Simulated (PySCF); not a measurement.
# Potential energy of BH along the bond

Set-up: basis B def2-TZVPP, H def2-TZVPP; no relativity; PySCF 2.14. Energies in eV from B + H in their ground configurations at the same level. State: ¹Σ⁺ (singlet), closed shell.

All columns are PBE0. A positive dipole means B(−)H(+).

```csv
R (Å),E (eV),μ (D),Mulliken charge on B (basis-dependent),HOMO (eV),LUMO (eV),Mayer bond order,⟨S²⟩
1.067,-3.114,2.07,-0.09,-6.50,-2.29,0.88,0.00
1.117,-3.316,1.94,-0.06,-6.55,-2.30,0.89,0.00
1.167,-3.434,1.81,-0.03,-6.60,-2.32,0.90,0.00
1.204,-3.478,1.70,-0.01,-6.64,-2.33,0.90,0.00
1.241,-3.492,1.59,0.01,-6.67,-2.34,0.91,0.00
1.278,-3.479,1.47,0.02,-6.71,-2.36,0.91,0.00
1.328,-3.431,1.31,0.04,-6.76,-2.39,0.92,0.00
1.390,-3.330,1.11,0.06,-6.82,-2.42,0.93,0.00
1.464,-3.168,0.85,0.07,-6.88,-2.47,0.93,0.00
1.564,-2.906,0.50,0.09,-6.93,-2.54,0.94,0.00
```

A fit through these points gives, at Re = 1.241 Å, μ = 1.59 D and dμ/dR = -3.05 D/Å; the reduced mass is 0.9233 u.

Q: How strong is the fundamental in the double-harmonic approximation, I = 42.26·(dμ/dR)²/μred km/mol?

A: I = 42.26·(-3.05)²/0.9233 = 426 km/mol at PBE0.
